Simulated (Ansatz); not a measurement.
**Does Al2GaN3 in Cm form from AlN and GaN?**

Plane-wave DFT in Ansatz with scalar-relativistic PAW potentials, cutoff 500 eV, Γ-centred meshes chosen by cell and gap, Gaussian smearing with energies taken to zero width. Every cell was relaxed (cell and atoms) in a run of its own, within the symmetry of its start. Functional: r2SCAN.

The ternary relaxed to Cm, 12 atoms in the computed cell, a = 11.475 Å, b = 3.131 Å, c = 7.413 Å, β = 104.8°; sites (symmetry × multiplicity) Al m × 2 + m × 2 + m × 2 + m × 2, Ga m × 2 + m × 2, N m × 2 + m × 2 + m × 2 + m × 2 + m × 2 + m × 2.

Total energies hold large constants for each element; a whole number of eV per atom of each element is taken off below, which cancels in a balanced reaction.

```tsv
compound	lowest structure computed	structures tried	V (Å³/atom)	gap on mesh (eV)	E (eV per formula unit, common shift removed)
Al2GaN3	Cm	1	10.73	3.89	-8.3234
AlN	P6_3mc	6	10.40	4.88	-3.4852
GaN	P6_3mc	5	11.37	2.35	-1.3872
```

**Question.** Balance the reaction and work out its energy at 0 K.

**Answer.** The balance is 2 AlN + GaN → Al2GaN3. ΔE = 0.034 eV per formula unit, 5.7 meV/atom, and the volume changes by 0.0 %. This form of the ternary lies above these binaries, so at 0 K it is at best metastable, by at least this much: a few tens of meV per atom are within reach of entropy at synthesis temperatures (k_BT is 86 meV at 1000 K), though mixing entropy favours a disordered solid solution, not this ordered cell. Against the elements it is bound by 1.30 eV/atom, many times the size of this reaction energy: the binaries together are bound more strongly still, and stability is decided by the small difference. A lower form of a binary that wasn't tried would raise the value, and a lower form of the ternary would lower it.